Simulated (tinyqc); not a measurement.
Coupled-perturbed Hartree-Fock on RHF in the sto-6g basis, for H2O, spin multiplicity 1, step by step. One step of it, computed by the program tinyqc.

Task: Integrals over molecular orbitals. (pq|rs) = sum C_ip C_jq C_kr C_ls (ij|kl), one index at a time.

coefficients C:
```
,MO1,MO2,MO3,MO4,MO5,MO6,MO7
1O 1s,0.996686,-0.222085,0.000000,0.097916,0.000000,-0.116182,0.000000
1O 2s,0.015619,0.843944,0.000000,-0.543321,0.000000,0.833545,0.000000
1O 2px,0.000000,0.000000,0.000000,0.000000,1.000000,0.000000,0.000000
1O 2py,0.000000,0.000000,0.618839,0.000000,0.000000,0.000000,0.957951
1O 2pz,0.003211,0.128578,0.000000,0.754515,0.000000,0.771020,0.000000
2H 1s,-0.003574,0.152027,0.446968,0.292876,0.000000,-0.776713,-0.826597
3H 1s,-0.003574,0.152027,-0.446968,0.292876,0.000000,-0.776713,0.826597
```

core Hamiltonian H = T + V (hartree), lower triangle:
```
,1O 1s,1O 2s,1O 2px,1O 2py,1O 2pz,2H 1s,3H 1s
1O 1s,-33.012761
1O 2s,-7.297322,-9.226582
1O 2px,0.000000,0.000000,-7.457825
1O 2py,0.000000,0.000000,0.000000,-7.594882
1O 2pz,-0.020529,-0.230140,0.000000,0.000000,-7.559747
2H 1s,-1.678335,-3.608845,0.000000,-1.890283,-1.707885,-5.007897
3H 1s,-1.678335,-3.608845,0.000000,1.890283,-1.707885,-1.644497,-5.007897
```

Two-electron integrals (ij|kl) in chemists' order, unique and non-zero (hartree):
```
i,j,k,l,(ij|kl)
1,1,1,1,4.787491
2,1,1,1,0.675884
2,1,2,1,0.121505
2,2,1,1,1.117379
2,2,2,1,0.249212
2,2,2,2,0.817383
3,1,3,1,0.025762
3,2,3,1,0.039145
3,2,3,2,0.180664
3,3,1,1,1.117381
3,3,2,1,0.249212
3,3,2,2,0.817382
3,3,3,3,0.880663
4,1,4,1,0.025762
4,2,4,1,0.039145
4,2,4,2,0.180664
4,3,4,3,0.047461
4,4,1,1,1.117381
4,4,2,1,0.249212
4,4,2,2,0.817382
4,4,3,3,0.785741
4,4,4,4,0.880663
5,1,5,1,0.025762
5,2,5,1,0.039145
5,2,5,2,0.180664
5,3,5,3,0.047461
5,4,5,4,0.047461
5,5,1,1,1.117381
5,5,2,1,0.249212
5,5,2,2,0.817382
5,5,3,3,0.785741
5,5,4,4,0.785741
5,5,5,5,0.880663
6,1,1,1,0.164756
6,1,2,1,0.028380
6,1,2,2,0.056907
6,1,3,3,0.056784
6,1,4,1,0.001049
6,1,4,2,0.002046
6,1,4,4,0.056996
6,1,5,1,0.000905
6,1,5,2,0.001764
6,1,5,4,0.000183
6,1,5,5,0.056942
6,1,6,1,0.006757
6,2,1,1,0.389120
6,2,2,1,0.087945
6,2,2,2,0.317958
6,2,3,3,0.312762
6,2,4,1,0.005313
6,2,4,2,0.038704
6,2,4,4,0.321702
6,2,5,1,0.004582
6,2,5,2,0.033377
6,2,5,4,0.007710
6,2,5,5,0.319410
6,2,6,1,0.020635
6,2,6,2,0.151942
6,3,3,1,0.009917
6,3,3,2,0.055330
6,3,4,3,0.008040
6,3,5,3,0.006933
6,3,6,3,0.021859
6,4,1,1,0.208631
6,4,2,1,0.047835
6,4,2,2,0.184476
6,4,3,3,0.176093
6,4,4,1,0.012475
6,4,4,2,0.076711
6,4,4,4,0.197374
6,4,5,1,0.002206
6,4,5,2,0.018438
6,4,5,4,0.011418
6,4,5,5,0.179961
6,4,6,1,0.011756
6,4,6,2,0.107209
6,4,6,4,0.096754
6,5,1,1,0.179913
6,5,2,1,0.041251
6,5,2,2,0.159083
6,5,3,3,0.151854
6,5,4,1,0.002206
6,5,4,2,0.018438
6,5,4,4,0.156339
6,5,5,1,0.011819
6,5,5,2,0.071230
6,5,5,4,0.011908
6,5,5,5,0.169055
6,5,6,1,0.010137
6,5,6,2,0.092452
6,5,6,4,0.064586
6,5,6,5,0.077555
6,6,1,1,0.521987
6,6,2,1,0.120162
6,6,2,2,0.495572
6,6,3,3,0.475604
6,6,4,1,0.009700
6,6,4,2,0.095581
6,6,4,4,0.509959
6,6,5,1,0.008365
6,6,5,2,0.082424
6,6,5,4,0.029626
6,6,5,5,0.501152
6,6,6,1,0.028513
6,6,6,2,0.295610
6,6,6,4,0.238373
6,6,6,5,0.205561
6,6,6,6,0.774999
7,1,1,1,0.164756
7,1,2,1,0.028380
7,1,2,2,0.056907
7,1,3,3,0.056784
7,1,4,1,-0.001049
7,1,4,2,-0.002046
7,1,4,4,0.056996
7,1,5,1,0.000905
7,1,5,2,0.001764
7,1,5,4,-0.000183
7,1,5,5,0.056942
7,1,6,1,0.006664
7,1,6,2,0.019998
7,1,6,4,0.010337
7,1,6,5,0.009821
7,1,6,6,0.027268
7,1,7,1,0.006757
7,2,1,1,0.389120
7,2,2,1,0.087945
7,2,2,2,0.317958
7,2,3,3,0.312762
7,2,4,1,-0.005313
7,2,4,2,-0.038704
7,2,4,4,0.321702
7,2,5,1,0.004582
7,2,5,2,0.033377
7,2,5,4,-0.007710
7,2,5,5,0.319410
7,2,6,1,0.019998
7,2,6,2,0.125588
7,2,6,4,0.060670
7,2,6,5,0.074389
7,2,6,6,0.203183
7,2,7,1,0.020635
7,2,7,2,0.151942
7,3,3,1,0.009917
7,3,3,2,0.055330
7,3,4,3,-0.008040
7,3,5,3,0.006933
7,3,6,3,0.017576
7,3,7,3,0.021859
7,4,1,1,-0.208631
7,4,2,1,-0.047835
7,4,2,2,-0.184476
7,4,3,3,-0.176093
7,4,4,1,0.012475
7,4,4,2,0.076711
7,4,4,4,-0.197374
7,4,5,1,-0.002206
7,4,5,2,-0.018438
7,4,5,4,0.011418
7,4,5,5,-0.179961
7,4,6,1,-0.010337
7,4,6,2,-0.060670
7,4,6,4,-0.012113
7,4,6,5,-0.035093
7,4,6,6,-0.085830
7,4,7,1,-0.011756
7,4,7,2,-0.107209
7,4,7,4,0.096754
7,5,1,1,0.179913
7,5,2,1,0.041251
7,5,2,2,0.159083
7,5,3,3,0.151854
7,5,4,1,-0.002206
7,5,4,2,-0.018438
7,5,4,4,0.156339
7,5,5,1,0.011819
7,5,5,2,0.071230
7,5,5,4,-0.011908
7,5,5,5,0.169055
7,5,6,1,0.009821
7,5,6,2,0.074389
7,5,6,4,0.035093
7,5,6,5,0.060962
7,5,6,6,0.132277
7,5,7,1,0.010137
7,5,7,2,0.092452
7,5,7,4,-0.064586
7,5,7,5,0.077555
7,6,1,1,0.163223
7,6,2,1,0.037278
7,6,2,2,0.146151
7,6,3,3,0.142642
7,6,4,4,0.145223
7,6,5,1,0.003057
7,6,5,2,0.026377
7,6,5,5,0.150589
7,6,6,1,0.008670
7,6,6,2,0.070125
7,6,6,4,0.042510
7,6,6,5,0.047975
7,6,6,6,0.141900
7,6,7,1,0.008670
7,6,7,2,0.070125
7,6,7,4,-0.042510
7,6,7,5,0.047975
7,6,7,6,0.039550
7,7,1,1,0.521987
7,7,2,1,0.120162
7,7,2,2,0.495572
7,7,3,3,0.475604
7,7,4,1,-0.009700
7,7,4,2,-0.095581
7,7,4,4,0.509959
7,7,5,1,0.008365
7,7,5,2,0.082424
7,7,5,4,-0.029626
7,7,5,5,0.501152
7,7,6,1,0.027268
7,7,6,2,0.203183
7,7,6,4,0.085830
7,7,6,5,0.132277
7,7,6,6,0.349573
7,7,7,1,0.028513
7,7,7,2,0.295610
7,7,7,4,-0.238373
7,7,7,5,0.205561
7,7,7,6,0.141900
7,7,7,7,0.774999
```

Give: one-electron integrals over orbitals h = C^T H C; Two-electron integrals over orbitals.

Result:

one-electron integrals over orbitals h = C^T H C (hartree), lower triangle:
```
,1,2,3,4,5,6,7
1,-32.9994
2,0.5666,-7.7046
3,0.0000,0.0000,-6.3438
4,-0.2448,0.4720,0.0000,-6.9281
5,0.0000,0.0000,0.0000,0.0000,-7.4578
6,0.3027,-1.3874,0.0000,-1.1294,0.0000,-5.4244
7,0.0000,0.0000,-1.7019,0.0000,0.0000,0.0000,-5.5786
```

Two-electron integrals over orbitals (pq|rs), unique and non-zero (hartree):
```
p,q,r,s,(pq|rs)
1,1,1,1,4.7620
2,1,1,1,-0.4275
2,1,2,1,0.0622
2,2,1,1,1.0199
2,2,2,1,-0.0141
2,2,2,2,0.7313
3,1,3,1,0.0115
3,2,3,1,0.0178
3,2,3,2,0.1416
3,3,1,1,0.8020
3,3,2,1,-0.0042
3,3,2,2,0.6454
3,3,3,3,0.6312
4,1,1,1,0.1938
4,1,2,1,-0.0252
4,1,2,2,0.0162
4,1,3,3,0.0062
4,1,4,1,0.0289
4,2,1,1,-0.1429
4,2,2,1,0.0099
4,2,2,2,-0.0005
4,2,3,3,0.0053
4,2,4,1,0.0176
4,2,4,2,0.1251
4,3,3,1,-0.0037
4,3,3,2,0.0199
4,3,4,3,0.0496
4,4,1,1,0.9874
4,4,2,1,-0.0131
4,4,2,2,0.6722
4,4,3,3,0.5960
4,4,4,1,-0.0108
4,4,4,2,-0.1024
4,4,4,4,0.7640
5,1,5,1,0.0267
5,2,5,1,0.0324
5,2,5,2,0.1455
5,3,5,3,0.0288
5,4,5,1,-0.0136
5,4,5,2,-0.0480
5,4,5,4,0.0552
5,5,1,1,1.1171
5,5,2,1,-0.0112
5,5,2,2,0.7502
5,5,3,3,0.6288
5,5,4,1,0.0048
5,5,4,2,-0.0736
5,5,4,4,0.7205
5,5,5,5,0.8807
6,1,1,1,-0.2404
6,1,2,1,0.0378
6,1,2,2,-0.0009
6,1,3,3,0.0007
6,1,4,1,-0.0013
6,1,4,2,0.0213
6,1,4,4,-0.0192
6,1,5,5,-0.0057
6,1,6,1,0.0337
6,2,1,1,0.3127
6,2,2,1,-0.0072
6,2,2,2,0.1449
6,2,3,3,0.0786
6,2,4,1,0.0193
6,2,4,2,0.0213
6,2,4,4,0.0818
6,2,5,5,0.1572
6,2,6,1,0.0078
6,2,6,2,0.1030
6,3,3,1,0.0034
6,3,3,2,-0.0351
6,3,4,3,-0.0292
6,3,6,3,0.0677
6,4,1,1,0.2281
6,4,2,1,-0.0020
6,4,2,2,0.0998
6,4,3,3,0.0453
6,4,4,1,0.0008
6,4,4,2,-0.0413
6,4,4,4,0.1262
6,4,5,5,0.1238
6,4,6,1,-0.0010
6,4,6,2,0.0598
6,4,6,4,0.0768
6,5,5,1,0.0151
6,5,5,2,0.0569
6,5,5,4,-2.42e-04
6,5,6,5,0.0378
6,6,1,1,0.8217
6,6,2,1,-0.0076
6,6,2,2,0.6200
6,6,3,3,0.5733
6,6,4,1,0.0210
6,6,4,2,0.0553
6,6,4,4,0.5553
6,6,5,5,0.5946
6,6,6,1,0.0088
6,6,6,2,0.1018
6,6,6,4,0.0460
6,6,6,6,0.6047
7,1,3,1,0.0155
7,1,3,2,0.0225
7,1,4,3,-0.0051
7,1,6,3,0.0042
7,1,7,1,0.0210
7,2,3,1,0.0140
7,2,3,2,0.0417
7,2,4,3,-0.0354
7,2,6,3,0.0350
7,2,7,1,0.0180
7,2,7,2,0.0623
7,3,1,1,0.3623
7,3,2,1,-0.0072
7,3,2,2,0.1397
7,3,3,3,0.0903
7,3,4,1,-0.0009
7,3,4,2,-0.0806
7,3,4,4,0.1533
7,3,5,5,0.1904
7,3,6,1,-0.0068
7,3,6,2,0.0754
7,3,6,4,0.0854
7,3,6,6,0.0395
7,3,7,3,0.1556
7,4,3,1,-0.0097
7,4,3,2,-0.0784
7,4,4,3,-0.0010
7,4,6,3,0.0453
7,4,7,1,-0.0129
7,4,7,2,-0.0158
7,4,7,4,0.0713
7,5,5,3,0.0236
7,5,7,5,0.0239
7,6,3,1,0.0089
7,6,3,2,0.0944
7,6,4,3,0.0502
7,6,6,3,-0.0609
7,6,7,1,0.0113
7,6,7,2,-0.0107
7,6,7,4,-0.0597
7,6,7,6,0.1134
7,7,1,1,0.8546
7,7,2,1,-0.0086
7,7,2,2,0.6208
7,7,3,3,0.6075
7,7,4,1,0.0041
7,7,4,2,-0.0121
7,7,4,4,0.5999
7,7,5,5,0.6183
7,7,6,1,-0.0043
7,7,6,2,0.0678
7,7,6,4,0.0404
7,7,6,6,0.5688
7,7,7,3,0.0867
7,7,7,7,0.6138
```
